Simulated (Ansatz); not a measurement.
Ideal-gas functions of `[AlH3-][SH2+]` at 600 K and 1 bar, from an Ansatz frequency run at PBE0-D4/def2-TZVP.

Molar mass 64.09 g/mol, point group Cs (symmetry number 1), electronic degeneracy 1, moments of inertia 11.062, 110.453, 110.841 u Å². Harmonic wavenumbers (cm⁻¹, unscaled): 130, 235, 286, 321, 528, 590, 721, 762, 769, 1199, 1877, 1883, 1887, 2709, 2722.

Use S(trans) = R[1.5 ln M + 2.5 ln T − 1.1517]; rotational temperatures θ = 24.2544 K / I; S(rot) = R[ln(√π/σ · √(T³/θAθBθC)) + 1.5]; for each mode x = 1.438777 ν̃/T, S = R[x/(eˣ − 1) − ln(1 − e⁻ˣ)] and H = RT x/(eˣ − 1); 1 cm⁻¹ = 0.0119627 kJ/mol; R = 8.31446 J/(mol·K).

**Question.** By hand: the entropy, in J/(mol·K).

**Answer.** Translation 175.3. Rotation: θ = 2.1926, 0.2196, 0.2188 K, giving 106.4. Vibration, mode by mode: 18.04, 13.19, 11.61, 10.69, 6.89, 6.09, 4.73, 4.37, 4.31, 1.91, 0.51, 0.51, 0.50, 0.09, 0.09, in all 83.5. Electronic 0.0. Sum 365.2 J/(mol·K).

**Question.** By hand: H − E and G − E in kJ/mol, counted from the electronic energy.

**Answer.** Zero-point energy ½ × 16619 × 0.0119627 = 99.4; thermal vibration 26.5; translation, rotation and pV give 4 RT = 20.0. H − E = 145.9 kJ/mol, and G − E = 145.9 − 600 × 365.2/1000 = -73.2 kJ/mol.

Vibration gives 23 % of the entropy, 18.0 J/(mol·K) of it from the mode under 150 cm⁻¹: soft modes count most, and the harmonic formula is weakest for them.
